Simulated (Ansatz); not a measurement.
# Redistribution: C5H12 + C2H4Cl2 → C4H9Cl + C3H7Cl

Gas-phase species: C5H12 (neopentane) `CC(C)(C)C`, singlet; C2H4Cl2 (1,1-dichloroethane) `CC(Cl)Cl`, singlet; C4H9Cl (2-chloro-2-methylpropane) `CC(C)(C)Cl`, singlet; C3H7Cl (2-chloropropane) `CC(C)Cl`, singlet. The partners trade CH3 for Cl; both sit on C, so the bond types are kept.

Shapes, held fixed at every level: PBE0-D4/def2-TZVP. Programs: Ansatz 0.2.0. Electronic energies: no zero-point or thermal term.

Q: Estimate ΔE of this reaction.

A: The highest level, CCSD(T)/CBS estimate, gives ΔE = -30.1 kJ/mol; the levels span -37.7 to -26.6. The column of differences is taken from that level and isn't an error. No measured value is set beside it here. The CBS estimate extrapolates MP2 from def2-TZVPP and def2-QZVPP and adds CCSD(T) − MP2 in the triple-zeta set, cores frozen.

```tsv
level	kind	ΔE (kJ/mol)	less CCSD(T)/CBS estimate
HF/def2-TZVPP	Hartree–Fock	-37.7	-7.6
SPW92/def2-TZVPP	LDA	-26.6	+3.5
PBE-D4/def2-TZVPP	GGA	-26.9	+3.2
B3LYP-D4/def2-TZVPP	global hybrid	-30.3	-0.2
BHLYP-D4/def2-TZVPP	global hybrid	-32.9	-2.8
MP2/def2-SVP	perturbation theory	-30.0	+0.1
CCSD(T)/def2-TZVPP	coupled cluster or CI	-28.8	+1.3
CCSD(T)/CBS estimate	coupled cluster or CI	-30.1	0.0
```
